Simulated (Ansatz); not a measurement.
Input file:

```yaml
crystal:
  periodic: [false, false, false]
  atoms:
    - {symbol: B, position_ang: [0.000000, 0.000000, 1.310772]}
    - {symbol: B, position_ang: [0.000000, 0.000000, -1.310772]}
    - {symbol: H, position_ang: [0.000000, 0.000000, 3.331859]}
    - {symbol: H, position_ang: [0.000000, 0.000000, -3.331859]}
basis:
  gaussian: {orbitals: def2-mTZVP}
magnetization: {spin_polarized: false}
correlation: {method: bccd, electrons: outside_noble_gas}
accuracy: high
```

```sh
$ ansatz run in.yaml --threads 1 --pin off --events-out ev --progress --plain --max-ram 2393MiB
```

Output:

```
834 factors; integrals over basis functions are off by at most 2.9e-9 eV
mean field evaluation 1: about -1359.9573 eV, gradient 1.6e1 eV
mean field evaluation 2: about -1359.9569 eV, gradient 1.6e1 eV
mean field evaluation 4: about -1362.0755 eV, gradient 1.3e0 eV
mean field evaluation 8: about -1362.0890 eV, gradient 7.3e-4 eV
mean field evaluation 16: about -1362.0906 eV, gradient 2.3e-1 eV
mean field evaluation 32: about -1357.7972 eV, gradient 1.0e-1 eV
mean field -1362.08900431 eV, -50.0558476512 hartree, gradient 2.2e-8 eV, S^2 0.000000; 0 other end points of the search recorded, 0 dependent functions left out; unrestricted orbitals would lower it
2 core orbitals not correlated: weight in the atoms' cores, before any rotation towards them, 1.000 or more for the frozen orbitals, at most 0.000 for the correlated occupied ones
reference -1362.08900431 eV, -50.0558476512 hartree; 4, 4 occupied and 38, 38 virtual orbitals, 834 factors
second order -3.52078030 eV of doubles, -0.00000000 eV of singles
cycle   1  -4.51863402 eV  change    -1.0e0 eV  update   1.3e-1
cycle   2  -5.26802860 eV  change   -7.5e-1 eV  update   6.9e-2
cycle   3  -5.41387269 eV  change   -1.5e-1 eV  update   2.6e-2
cycle   4  -5.41752338 eV  change   -3.7e-3 eV  update   1.0e-2
...
cycle  20  -5.42573686 eV  change   -3.3e-8 eV  update   5.9e-8
cycle  21  -5.42573696 eV  change   -1.0e-7 eV  update   1.6e-7
cycle  22  -5.42573699 eV  change   -3.2e-8 eV  update   7.0e-8
cycle  23  -5.42573703 eV  change   -4.0e-8 eV  update   3.7e-8
cycle  24  -5.42573706 eV  change   -2.4e-8 eV  update   2.1e-8
cycle  25  -5.42573708 eV  change   -1.8e-8 eV  update   1.0e-8
cycle  26  -5.42573708 eV  change   -2.5e-9 eV  update   3.7e-9
cycle  27  -5.42573708 eV  change   8.9e-10 eV  update   1.6e-9
cycle  28  -5.42573708 eV  change   9.3e-10 eV  update  7.4e-10
cycle  29  -5.42573708 eV  change   4.1e-10 eV  update  4.1e-10
Total energy: -1367.51474138 eV, -50.2552398111 hartree
```

Ran on 1 thread of Intel Xeon, shared host: 3.5 s wall, 0.15 GiB peak host memory.
